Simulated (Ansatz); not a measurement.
**C2H2FO (charge -1): ladder of methods at one geometry from a Python script**

Program: the Python package of Ansatz 0.2.0. The levels of theory stand in the script. These are calculated values, not measurements.

### 1 The system

Bond lengths: O1–C2 1.258 Å, C2–C3 1.337 Å, C3–F4 1.347 Å, C2–H5 1.091 Å, C3–H6 1.079 Å. Angles: O1–C2–C3 131.2°, O1–C2–H5 116.7°, C3–C2–H5 112.1°, C2–C3–F4 122.3°, C2–C3–H6 125.7°, F4–C3–H6 112.0°.

No structure file is read: the coordinates are typed or built in the script.

### 2 The code

Input file c2h2fo.py:

```python
# -*- coding: utf-8 -*-
"""One geometry of C2H2FO(-), method by method."""

import ansatz as az


def main():
    geometry_ang = [
        ("O", (1.7106, -0.6107, 0.0282)),
        ("C", (0.6802, 0.1094, -0.021)),
        ("C", (-0.6183, -0.2061, 0.0289)),
        ("F", (-1.5889, 0.7253, -0.0407)),
        ("H", (0.8376, 1.1845, -0.1219)),
        ("H", (-1.0212, -1.2023, 0.1265)),
    ]
    geometry = az.Crystal.molecule()
    for symbol, xyz in geometry_ang:
        geometry = geometry.atom(symbol, xyz)

    calculation = (
        geometry.calculation()
        .basis(gaussian="def2-SVP")
        .charge(-1)  # electrons removed from the neutral system
        .scf(lower_state_search="off")
    )

    methods = ["mp2", "ccsd", "ccsd_t"]
    reports = [calculation.correlation(m).run().report for m in methods]
    print(f"Hartree-Fock reference {reports[0]['reference_energy_ev'] / 27.211386246:.6f} Ha")
    best = reports[-1]["free_energy_ev"] - reports[-1]["reference_energy_ev"]
    for method, each in zip(methods, reports):
        gained = each["free_energy_ev"] - each["reference_energy_ev"]
        print(f"{method:8s} total {each['free_energy_ev'] / 27.211386246:.6f} Ha  correlation {gained:9.4f} eV  ({100 * gained / best:.1f} % of the last)")


if __name__ == "__main__":
    main()
```

### 3 What the engine is handed

The engine receives this input (first run):

```yaml
crystal:
  periodic: [false, false, false]
  atoms:
    - { symbol: O, position_ang: [1.7106, -0.6107, 0.0282] }
    - { symbol: C, position_ang: [0.6802, 0.1094, -0.021] }
    - { symbol: C, position_ang: [-0.6183, -0.2061, 0.0289] }
    - { symbol: F, position_ang: [-1.5889, 0.7253, -0.0407] }
    - { symbol: H, position_ang: [0.8376, 1.1845, -0.1219] }
    - { symbol: H, position_ang: [-1.0212, -1.2023, 0.1265] }
basis:
  gaussian:
    orbitals: def2-SVP
total_charge: -1.0
correlation:
  method: mp2
scf:
  lower_state_search: "off"
```

### 4 Launch

Started as:

```bash
> python c2h2fo.py
```

Q: Estimate wall time and peak memory on 1 thread of Intel Xeon Platinum 8259CL at 2.50GHz (Skylake/Cascade Lake), shared host.

About 5.6 s, with a peak of 0.24 GiB.
